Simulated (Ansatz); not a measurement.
# CH5BO: the cost of one run

Program: Ansatz 0.2.0. Level of theory: RKS PBE-D4/def2-SVP. These are calculated values, not measurements.

## Step 1: Starting point

Bond lengths: B1–C2 1.800 Å, C2–H3 1.110 Å, C2–H4 1.110 Å, C2–H5 1.110 Å, B1–O7 1.410 Å, O7–H8 1.010 Å. Angles: B1–C2–H3 74.9°, B1–C2–H4 132.6°, B1–C2–H5 113.1°, H3–C2–H4 109.4°, H3–C2–H5 109.4°, H4–C2–H5 109.4°, C2–B1–O7 156.1°, B1–O7–H8 109.5°.

Coordinates:

```xyz
8

B     0.0000    0.0000    0.0000
C     1.0599    0.0000    1.4549
H     0.0603   -0.3092    1.8254
H     1.8275   -0.7111    1.8254
H     1.2919    1.0203    1.8254
H     1.3894    0.0000   -0.0408
O    -1.2211    0.0000   -0.7050
H    -1.7308   -0.8467   -0.4965
```

## Step 2: Pulling towards end A

Springs on the bonds that form and break draw the guess towards this end; the thresholds are loose.

File input.yaml:

```yaml
crystal:
  periodic: [false, false, false]
  atoms:
    - { symbol: B, position_ang: [0.0, 0.0, 0.0] }
    - { symbol: C, position_ang: [1.0599, 0.0, 1.4549] }
    - { symbol: H, position_ang: [0.0603, -0.3092, 1.8254] }
    - { symbol: H, position_ang: [1.8275, -0.7111, 1.8254] }
    - { symbol: H, position_ang: [1.2919, 1.0203, 1.8254] }
    - { symbol: H, position_ang: [1.3894, 0.0, -0.0408] }
    - { symbol: O, position_ang: [-1.2211, 0.0, -0.705] }
    - { symbol: H, position_ang: [-1.7308, -0.8467, -0.4965] }
basis:
  gaussian: { orbitals: def2-SVP }
hamiltonian:
  xc: pbe
  dispersion: d4
relax:
  f_tol: 0.15
  max_steps: 25
  restrain:
    - { distance: [1, 5], at: 2.31, k: 30.0 }
    - { distance: [0, 1], at: 1.6, k: 30.0 }
    - { distance: [0, 5], at: 1.19, k: 30.0 }
```

Command:

```
> ansatz run input.yaml --threads 1 --pin off --max-ram 2048MiB --backend cpu --events-out ev --progress --plain --runs-dir out
```

**Question.** How long does this run take on 1 thread of Arm Neoverse V1, shared host, and how much memory does it need?

About 16 s, with a peak of 0.12 GiB.
